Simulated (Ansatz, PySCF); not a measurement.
Barrier height from HN2 (SMILES [N]=N) to the transition structure HN2, without zero-point energy, on the benchmark's geometries as Psi4's copy of the set gives them.
Transition structure (charge 0, multiplicity 2):
```xyz
3

N      0.0000     0.0000     0.0000
N      1.1228     0.0000     0.0000
H      1.7843     1.2684     0.0000
```
Reactant (charge 0, multiplicity 2):
```xyz
3

N      0.000     0.000     0.000
N      1.178     0.000     0.000
H      1.645     0.937     0.000
```

Open shells are unrestricted; no spin–orbit coupling.

Correlated levels freeze the cores. CBS: X⁻³ extrapolation of the correlation energy, Hartree–Fock from the larger set.

Codes used: Ansatz (a quantum-chemistry and plane-wave program); PySCF for the dispersion terms. Each number belongs to the level named beside it.

| level | barrier height (kcal/mol) |
|---|---|
| BLYP/def2-TZVPPD | 8.37 |
| PBE0-D3(BJ)/def2-TZVPPD | 11.45 |
| BHLYP/def2-TZVPPD | 13.51 |
| BHLYP-D3(BJ)/def2-TZVPPD | 13.39 |
| CAM-B3LYP/def2-TZVPPD | 11.76 |
| MP2/aug-cc-pVDZ | 8.02 |
| MP2/aug-cc-pVQZ | 8.10 |
| CCSD(T)/CBS(aug-cc-pVTZ, aug-cc-pVQZ) | 10.76 |
| CCSDT(Q)/cc-pVDZ | [?] |

Problem. What belongs in the gaps?

Solution. 
- CCSDT(Q)/cc-pVDZ, barrier height (kcal/mol): 8.79

Doubts at one or more of the structures used: a spin-contaminated determinant (MP2/aug-cc-pVQZ, CCSD(T)/CBS(aug-cc-pVTZ, aug-cc-pVQZ)).
